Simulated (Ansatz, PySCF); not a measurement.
Molecule: methyl formate, C2H4O2, charge 0, multiplicity 1. 
Coordinates optimised at B3LYP-D3(BJ)/def2-TZVP (Ansatz, a first-principles code):
```xyz
8

C     -0.9314    -0.0909     0.0015
O     -0.7248    -1.2718    -0.0191
O      0.0010     0.8677     0.0146
H     -1.9259     0.3745     0.0125
C      1.3667     0.4114     0.0025
H      1.9749     1.3108     0.0157
H      1.5676    -0.2028     0.8792
H      1.5619    -0.1729    -0.8956
```

Total electronic energies in hartree. Valence correlation only, unless marked. No spin-orbit coupling. No relativistic terms. CBS marks a two-point X^-3 extrapolation of the correlation energy; Hartree-Fock from the larger set. [CCSD(T)-MP2]/basis is that difference in the basis named.

```tsv
level	program	energy (Eh)
HF/6-31G*	Ansatz	-227.78783
RI-HF/cc-pVQZ	Ansatz	-227.89363
SVWN5/def2-TZVPD	Ansatz	-227.36805
BLYP-D3(BJ)/def2-TZVPD	Ansatz + dftd3	-229.11712
BLYP-D4/def2-TZVPD	Ansatz + dftd4	-229.11748
revPBE/def2-TZVPD	Ansatz	-229.09462
r2SCAN/def2-TZVPD	Ansatz	-229.04016
B3LYP-D3(BJ)/def2-TZVPD	Ansatz + dftd3	-229.17324
PBE0-D4/def2-TZVPD	Ansatz + dftd4	-228.90809
TPSSh-D3(BJ)/def2-TZVPD	PySCF + dftd3	-229.17193
r2SCANh-D4/def2-TZVPD	Ansatz + dftd4	-229.02650
HSE06-D4/def2-TZVPD	Ansatz + dftd4	-228.89671
CAM-B3LYP-D3(BJ)/def2-TZVPD	Ansatz + dftd3	-229.07460
CAM-B3LYP/def2-TZVPD	Ansatz	-229.07176
LC-wPBE-D3(BJ)/def2-TZVPD	Ansatz + dftd3	-229.02407
wB97M-V/def2-TZVPD	Ansatz	-229.07934
B2PLYP-D3(BJ)/def2-TZVPD	Ansatz + dftd3	-228.99641
PBE-QIDH/def2-TZVPD	Ansatz	-228.86782
SCS-MP2/aug-cc-pVDZ	Ansatz	-228.47909
CCSD/6-31G	Ansatz	-228.11575
CCSD/6-31G*	Ansatz	-228.41893
CCSD(T)/6-31G	Ansatz	-228.12836
RI-MP2/CBS(aug-cc-pVTZ,aug-cc-pVQZ)+[CCSD(T)-MP2]/aug-cc-pVTZ	Ansatz	-228.8462
```

Totals of different functionals don't rank their quality; only differences between species are comparable.
